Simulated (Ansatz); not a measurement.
# BHS: basis-set convergence

The task here is to estimate one member of a computed series from the others.

Program: Ansatz 0.2.0, Gaussian basis. Level of theory: one geometry, several basis sets. These are calculated values, not measurements.

The runs, in order: PBE0-D4/def2-SVP; ωB97M-V/def2-SVP; PBE0-D4/def2-QZVPP; ωB97M-V/def2-QZVPP; CCSD(T)/cc-pV(D+d)Z; CCSD(T)/cc-pV(T+d)Z; CCSD(T)/cc-pV(Q+d)Z; the functionals' def2-TZVPP values are taken from earlier runs.

### The geometry

An earlier PBE0-D4 in a triple-zeta def2 set relaxation fixed the geometry.

3 atoms, charge 0, spin multiplicity 1.

Atoms are counted from 1 here; the program's logs count them from 0.

Bond lengths: B1–S2 1.598 Å, B1–H3 1.175 Å. Angles: S2–B1–H3 180.0°.

Geometry (Å):

```mol
BHS
  3D, bonds by distance, orders not assigned

  3  2  0  0  0  0  0  0  0  0999 V2000
   -0.0386   -0.0143    0.1348 B   0  0
    0.3992    0.1475   -1.3933 S   0  0
   -0.3605   -0.1332    1.2585 H   0  0
  1  2  8  0
  1  3  8  0
M  END
```

Set-up of the first run:

The input, in.yaml:

```yaml
crystal:
  periodic: [false, false, false]
  atoms:
    - {symbol: B, position_ang: [-0.038631, -0.014314, 0.134807]}
    - {symbol: S, position_ang: [0.399156, 0.147542, -1.393323]}
    - {symbol: H, position_ang: [-0.360535, -0.133228, 1.258507]}
basis:
  gaussian: {orbitals: def2-SVP}
hamiltonian: {xc: pbe0, dispersion: d4}
output: {orbitals: {seedname: orbitals}}
```

Launch:

```console
> ansatz run in.yaml --threads 2 --pin off --events-out ev --progress --plain --max-ram 22528MiB --backend cpu
```

Among the steps run: PBE0-D4 in def2-SVP; ωB97M-V in def2-SVP; PBE0-D4 in def2-QZVPP; ωB97M-V in def2-QZVPP.

One table of the session follows, with a row left open; its other results are not shown here.

It belongs to the step «Density functionals: the series». 

```
functional       basis  HOMO (eV)
   PBE0-D4    def2-SVP      -8.50
   PBE0-D4  def2-TZVPP      -8.53
   PBE0-D4  def2-QZVPP      -8.54
   ωB97M-V    def2-SVP     -10.60
   ωB97M-V  def2-TZVPP          ?
   ωB97M-V  def2-QZVPP     -10.68
```

Estimate the missing values for ωB97M-V, def2-TZVPP.

The run gave: HOMO (eV): -10.67. In the column «HOMO (eV)» it lies between ωB97M-V, def2-QZVPP (-10.68) and ωB97M-V, def2-SVP (-10.60).
